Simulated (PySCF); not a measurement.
Vertical excitation energies

C3H5ClO.
SMILES: `C(/OC)=C/Cl`

The calculation used PySCF, TDDFT wB97X-D/def2-SVPD, vertical, gas phase, core orbitals frozen in the response. Geometry: PBE0-D3(BJ)/def2-SVP, one conformer, isolated molecule. Torsions of this conformer, `[CH3:1][O:2]/[CH:3]=[CH:4]\[Cl:5]`: C1–O2–C3–C4 0°.

```
state  E (eV)  E (kJ/mol)  λ (nm)       f  main configurations (H = HOMO, L = LUMO)
   S1    6.03         581   205.7  0.0020                     H→L (70%), H→L+2 (9%)
   S2    6.58         635   188.5   0.011                    H→L+2 (72%), H→L (16%)
   S3    6.60         637   187.8   0.274                               H→L+1 (96%)
   S4    7.43         717   166.8  0.0001                   H→L+3 (65%), H→L+5 (9%)
   S5    7.78         751   159.3  0.0051                               H→L+4 (74%)
   S6    7.81         754   158.7  0.0001                             H-1→L+1 (91%)
   S7    7.89         761   157.1  0.0009                   H→L+5 (80%), H→L+3 (9%)
   S8    8.00         771   155.1  0.0098                H-1→L (44%), H-1→L+2 (36%)
   S9    8.23         794   150.7   0.022                               H→L+6 (95%)
  S10    8.50         820   145.8   0.017                               H→L+7 (78%)
```

Triplets, Tamm–Dancoff:

```
state  E (eV)  λ (nm)  main configurations (H = HOMO, L = LUMO)
   T1    4.25   291.7                               H→L+1 (92%)
   T2    5.59   221.9       H→L (47%), H→L+2 (22%), H→L+4 (10%)
   T3    6.47   191.7                    H→L+2 (54%), H→L (35%)
   T4    7.33   169.0  H-1→L+2 (39%), H-1→L (30%), H-1→L+9 (8%)
```

The lowest singlet lies at 6.03 eV (206 nm, ultraviolet) and is very weak; its leading configuration is HOMO→LUMO (70%). The strongest level in the table is S3 at 6.60 eV (188 nm, f = 0.274). Löwdin shares by element: HOMO carbon 49% or more, chlorine 23%, oxygen 21%; LUMO carbon 47%, chlorine 24% (atoms not listed hold the other 29%). Weighted by f, the mean energy of these states is 6.86 eV. The oscillator strengths of these states sum to 0.342; summed over the whole spectrum of an exact calculation they would give the number of electrons, 48 (Thomas–Reiche–Kuhn). Orbital energies (eV): HOMO-3 -12.14, HOMO-2 -11.76, HOMO-1 -10.60, HOMO -8.47, LUMO 2.15, LUMO+1 2.21, LUMO+2 2.59. The vertical ionisation energy (ΔSCF) is 8.84 eV, 0.34 eV above S10. Only the lowest 10 singlets were computed, as vertical energies without vibronic structure.

Hardware: one thread, Arm Neoverse V1 (shared host). Cost: 27 s wall.
